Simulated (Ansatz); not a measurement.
# [NH2···H···Br], doublet: transfer scan

Starting geometry:

```yaml
atoms:
  - { symbol: N, position_ang: [-2.3544, -0.0059, -0.0092] }
  - { symbol: H, position_ang: [-2.6517, 0.9620, -0.0092] }
  - { symbol: H, position_ang: [-2.6517, -0.4082, 0.8711] }
  - { symbol: H, position_ang: [-1.3420, -0.0059, -0.0092] }
  - { symbol: Br, position_ang: [0.4965, -0.0059, -0.0092] }
```

From there atom H4 is moved from one fragment to the other while all else, the fragments' distance too, stays fixed; atoms are numbered as listed. Energies are in kJ/mol, counted from the starting geometry at the same level.

Basis cc-pVDZ; Ansatz 0.2.0. Only valence electrons are correlated (noble-gas cores and the filled d shells of p-block atoms frozen). R marks a restricted (for open shells ROHF) determinant, U an unrestricted one. No spin–orbit coupling is included, and no scalar relativity.

For open shells CISD is restricted-active-space CI with the open shells as a complete middle space.

Full CI isn't at hand for all of this; UCCSDT(Q) serves as the reference, and is uncertain by the last step of the cluster series or more. The frozen core follows each run's orbitals, which can shift R against U totals by a few meV for light atoms and by up to 0.1 eV past Ca.

| distance N1-H4 (Å) | UCCSDT(Q) | error RHF | error CISD | error RCCSD(T) | error UCCSD(T) | error UCCSDT | error RCCSDT(Q) |
| --- | --- | --- | --- | --- | --- | --- | --- |
| 0.942 | 14.7 | -12.6 | -4.6 | -0.2 | -0.3 | -0.1 | 0.0 |
| 1.012 | 0.0 | 0.0 | 0.0 | 0.0 | 0.0 | 0.0 | 0.0 |
| 1.057 | 1.2 | 9.5 | 3.5 | 0.2 | 0.2 | 0.1 | 0.0 |
| 1.101 | 6.8 | 20.1 | 7.4 | 0.4 | 0.4 | 0.2 | 0.0 |
| 1.145 | 14.6 | 31.5 | 11.1 | 0.5 | 0.6 | 0.3 | -0.1 |
| 1.189 | 22.5 | 34.4 | 27.1 | 2.1 | 0.8 | 0.4 | -0.1 |
| 1.233 | 29.4 | 22.6 | 20.4 | 1.7 | 1.0 | 0.3 | -0.1 |
| 1.277 | 34.9 | 12.3 | 13.9 | 1.3 | 1.0 | 0.3 | -0.1 |
| 1.321 | 39.3 | 3.5 | 8.4 | 0.9 | 0.8 | 0.2 | -0.1 |

Errors are those of relative energies. In total energy the starting point itself misses UCCSDT(Q) by: RHF 866.9, CISD 91.5, RCCSD(T) 3.1, UCCSD(T) 2.9, UCCSDT 1.5, RCCSDT(Q) 0.2 kJ/mol.

Spread of the error over the points with a reference, to 1.321 Å (largest less smallest): RCCSDT(Q) 0.1, UCCSDT 0.5, UCCSD(T) 1.2, RCCSD(T) 2.4, CISD 31.6, RHF 47.1 kJ/mol.
